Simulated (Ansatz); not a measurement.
Ansatz (a program for electronic structure) input (MP2/cc-pV(Q+d)Z): A basis named .json is the Basis Set Exchange file of that set (core-valence sets with the plain set on hydrogen).

Ansatz 0.2 input:
```yaml
crystal:
  periodic: [false, false, false]
  atoms:
    - {symbol: C, position_ang: [-0.00973717, 0.14109779, -1.26067338]}
    - {symbol: Si, position_ang: [0.00458397, -0.06712142, 0.56953855]}
    - {symbol: H, position_ang: [-0.92502358, 0.27576638, -1.82585964]}
    - {symbol: H, position_ang: [0.89715728, 0.17658197, -1.85330504]}
    - {symbol: H, position_ang: [-0.01250272, 1.24978383, 1.26161923]}
    - {symbol: H, position_ang: [-1.19315147, -0.82096845, 1.01280927]}
    - {symbol: H, position_ang: [1.22776798, -0.78805063, 0.99523664]}
basis:
  gaussian:
    orbitals: cc-pV_Q+d_Z.json
magnetization: {spin_polarized: true, initial_magnetization: 1}
correlation: {method: mp2, frozen_orbitals: {C: 0, H: 0, Si: 1}}
```

Output:

```
Functional definition: HF
integrals: 0.78 GiB planned
1562 factors; integrals over basis functions are off by at most 7.5e-4 eV
mean field: 1.16 GiB planned
mean field evaluation 1: about -8969.7647 eV, gradient 1.5e1 eV
mean field evaluation 2: about -8969.7656 eV, gradient 1.5e1 eV
mean field evaluation 4: about -8971.6090 eV, gradient 2.0e0 eV
mean field evaluation 8: about -8971.6594 eV, gradient 8.2e-4 eV
mean field -8971.65943145 eV, -329.7024028966 hartree, gradient 1.5e-6 eV, S^2 0.761443; 0 other end points of the search recorded, 0 dependent functions left out
1 core orbitals not correlated
reference -8971.65943145 eV, -329.7024028966 hartree; 12, 11 occupied and 256, 257 virtual orbitals, 1562 factors
second order -11.60002321 eV of doubles, -0.00000000 eV of singles
Total energy: -8983.25945466 eV, -330.1286958870 hartree
```
